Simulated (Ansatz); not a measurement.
Results of r²SCAN (plane waves, PAW; Ansatz, a first-principles code) for grey tin (α-Sn).

Run with plane-wave cutoff 600 eV, 20×20×20 k mesh, Fermi–Dirac smearing 0.05 eV, scalar-relativistic PAW data made under PBE.

Cell (measured lattice):

```xyz
2
Lattice="0.0000 3.2415 3.2415 3.2415 0.0000 3.2415 3.2415 3.2415 0.0000" Properties=species:S:1:pos:R:3 pbc="T T T"
Sn     3.2415     3.2415     3.2415
Sn     4.8622     4.8622     4.8622
```

Q: Estimate the Voigt–Reuss–Hill bulk modulus, polycrystal shear modulus (Hill average), elastic constant C11, elastic constant C12 and elastic constant C44 that the calculation returns.

A: 
- Voigt–Reuss–Hill bulk modulus = 51.5 GPa
- polycrystal shear modulus (Hill average) = 26.4 GPa
- elastic constant C11 = 75.8 GPa
- elastic constant C12 = 39.3 GPa
- elastic constant C44 = 33.8 GPa

Measured, for comparison: elastic constant C11 69 GPa, elastic constant C12 29.3 GPa, elastic constant C44 36.2 GPa (low temperature, zero-point motion not removed; as tabulated in Tanner et al. (2021), arXiv:2110.11888). Computed (rounded) less measured: elastic constant C11 +10 %, elastic constant C12 +34 %, elastic constant C44 -7 %.

Note: the solid has no gap at this level, which affects its response; the cell isn't this level's own, so it is under some stress, which shifts stiffness and frequencies.

Elastic constants are with the ions relaxed.

Spin–orbit coupling is not included.

The computed numbers hold no vibrational or temperature effects.
